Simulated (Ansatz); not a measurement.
```yaml
crystal:
  periodic: [false, false, false]
  atoms:
    - {symbol: Li, position_ang: [-1.180029, 0.398085, -1.228617]}
    - {symbol: Li, position_ang: [1.177695, -0.396284, 1.231404]}
    - {symbol: N, position_ang: [0.002344, -0.001801, -0.002787]}
basis:
  gaussian: {orbitals: STO-3G}
magnetization: {spin_polarized: true, initial_magnetization: 1}
hamiltonian: {xc: {name: HF}}
correlation: {method: mp2, frozen_orbitals: {Li: 0}}
scf: {omitted_lower_state_checks: [starts]}
```

```sh
$ ansatz run in.yaml --threads 4 --pin off --events-out ev --progress --plain --max-ram 3916MiB
```

It prints (some lines left out):

```
Functional definition: HF
Error: "frozen_orbitals" has no count for N
```

In this input frozen orbitals are typed for one element alone, and the program wants a count for each (the count typed has to fit that element's core, too). The input was rejected before any iteration.
